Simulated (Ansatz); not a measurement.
# B₂H (doublet): the correlation ladder at distance B1–H3 = 1.840 Å, 6-31G

How much of the correlation energy of B₂H (doublet) does each wave-function method recover here?

Method: 6-31G, core rule «outside noble gas», up to 2 orbitals frozen; program: Ansatz 0.2.0, Gaussian basis.

The runs, in order: UHF; CCSD(T) on ROHF; CCSD(T) on UHF; BCCD(T) on ROHF; CISD; CCSDT(Q) on ROHF; CCSDT(Q) on UHF; CISDTQ; CCSDTQ on ROHF; CCSDTQ on UHF; CASSCF and MRCISD+Q, 3 electrons in 3 orbitals; CASSCF and NEVPT2, 3 electrons in 3 orbitals; CASSCF and MRCISD+Q, 7 electrons in 9 orbitals; CASSCF and NEVPT2, 7 electrons in 9 orbitals; Full CI.

22 further runs of the same task are left out: 1 for a known fault of the program, 14 that didn't finish, 7 set aside as unsound or not needed.

### 1 The system

The geometry derives from a PBE0/def2-TZVP stationary point (not a proven minimum). One bond is set to the value named and the two fragments are kept rigid.

3 atoms, charge 0, spin multiplicity 2.

Atoms are counted from 1 here; the program's logs count them from 0.

Bond lengths: B1–B2 1.523 Å.

### 2 UHF

File in.yaml:

```yaml
crystal:
  periodic: [false, false, false]
  atoms:
    - {symbol: B, position_ang: [0.000000, 0.000000, -0.105763]}
    - {symbol: B, position_ang: [0.000000, 0.000000, -1.628475]}
    - {symbol: H, position_ang: [0.000000, 0.000000, 1.734237]}
basis:
  gaussian: {orbitals: 6-31G}
magnetization: {spin_polarized: true, initial_magnetization: 1}
hamiltonian: {xc: hf}
output: {orbitals: {seedname: orbitals}}
```

The run is started by

```sh
$ ansatz run in.yaml --threads 1 --pin off --events-out ev --progress --plain --max-ram 2393MiB
```

Further steps of the session: CCSD(T) on ROHF; CCSD(T) on UHF; BCCD(T) on ROHF; CISD; CCSDT(Q) on ROHF; CCSDT(Q) on UHF; CISDTQ; CCSDTQ on ROHF; CCSDTQ on UHF; CASSCF and MRCISD+Q, 3 electrons in 3 orbitals; CASSCF and NEVPT2, 3 electrons in 3 orbitals; CASSCF and MRCISD+Q, 7 electrons in 9 orbitals; CASSCF and NEVPT2, 7 electrons in 9 orbitals; Full CI.

Q: Predict the results of all the runs planned. Wanted: FCI below the RHF energy; RMP2 from FCI; RCCSD from FCI; RCCSD(T) from FCI; RCCSDT(Q) from FCI; NEVPT2 valence from FCI; MRCISD+Q valence from FCI; T1 diagnostic; effectively unpaired electrons.

**Answer**, as computed:

| quantity | value |
| --- | --- |
| FCI below the RHF energy | -3.6936 eV |
| RMP2 from FCI | +126.2 kJ/mol |
| RCCSD from FCI | +25.1 kJ/mol |
| RCCSD(T) from FCI | +13.6 kJ/mol |
| RCCSDT(Q) from FCI | +0.1 kJ/mol |
| NEVPT2 valence from FCI | +18.6 kJ/mol |
| MRCISD+Q valence from FCI | +0.5 kJ/mol |
| levels within 1 kcal/mol (43 meV) | RCCSDT, RCCSDT(Q), RCCSDTQ, MRCISD valence, MRCISD+Q valence |
| T1 diagnostic | 0.035 |
| effectively unpaired electrons | 3.12 |

In words: RCCSD(T) misses by +13.6 kJ/mol, 3.8 % of the correlation energy. With 3.1 effectively unpaired electrons against 1 the state is strongly multireference. Of the multireference levels listed MRCISD+Q valence comes nearest in total energy (+0.5 kJ/mol), which doesn't show that its space is the better one. These misses are within one basis, not against nature.
